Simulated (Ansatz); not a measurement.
## A barrier at the coupled-cluster level

Start structure (CH9NSi, closed shell), relaxed at PBE0-D4/def2-TZVP:

| atom | x (Å) | y (Å) | z (Å) |
| --- | --- | --- | --- |
| Si1 | -0.7785 | -0.6921 | -0.3132 |
| N2 | 0.2301 | -0.9707 | 1.0606 |
| H3 | -1.1412 | -1.9263 | -1.0777 |
| H4 | -2.0454 | -0.1170 | 0.2149 |
| C5 | 0.0799 | 0.4810 | -1.4793 |
| H6 | 0.8638 | 1.5321 | 1.8801 |
| H7 | 1.0374 | 2.2345 | 2.0740 |
| H8 | -0.1815 | -1.3644 | 1.8922 |
| H9 | 1.1575 | -1.3424 | 0.9240 |
| H10 | 0.2955 | 1.4316 | -0.9871 |
| H11 | 1.0245 | 0.0578 | -1.8321 |
| H12 | -0.5422 | 0.6759 | -2.3565 |

The step: CH₇NSi ([CH3][SiH2][NH2]) + H₂ → CH₆Si ([CH3][SiH3]) + NH₃; bonds formed: Si1–H7, N2–H6; bonds broken: Si1–N2, H6–H7. Ansatz 0.2.0; basis: def2-TZVPP and def2-QZVPP; cores frozen in the correlated methods. Extrapolation: Hartree–Fock as exp(−7.88 √X), correlation as X^−2.97. Energies below are by CCSD(T) at an estimated basis limit (MP2 extrapolated from triple and quadruple zeta, plus CCSD(T) − MP2 in triple zeta).

Problem. What are the electronic barrier and the energy of the step, from the start structure to the end structure? (Judge from chemistry; the value comes from the calculation.)

Solution. The calculation gives: Barrier 214.7 kJ/mol; step energy 19.8 kJ/mol (uphill); reverse barrier, their difference, 194.9 kJ/mol. Barrier and step energy count from the start structure, the reverse barrier from the end structure.

The saddle point: One imaginary mode of 1296i cm⁻¹.
| pair | start (Å) | saddle (Å) | end (Å) |
| --- | --- | --- | --- |
| Si1–H7 | 4.19 | 1.89 | 1.49 |
| N2–H6 | 2.71 | 1.19 | 1.01 |
| Si1–N2 | 1.73 | 1.89 | 3.39 |
| H6–H7 | 0.75 | 1.18 | 2.87 |

Zero-point energy (harmonic, PBE0-D4): ZPE is 240.5 kJ/mol at the start and 245.6 kJ/mol at the saddle, so the barrier goes from 214.7 to 219.8 kJ/mol.

The T1 diagnostic stays at or below 0.011.

Labels in which every atom is bracketed show which atoms are joined, not bond orders.

For scale, one of the runs: CCSD(T)/def2-TZVPP, 230 basis functions, launched by `ansatz run in.yaml --threads 4 --pin off --events-out ev --progress --plain --max-ram 9574MiB`. Time: 50 s of wall clock on 4 CPU threads of an Arm Neoverse V2; the host was shared. Peak host memory: 3.9 GiB.
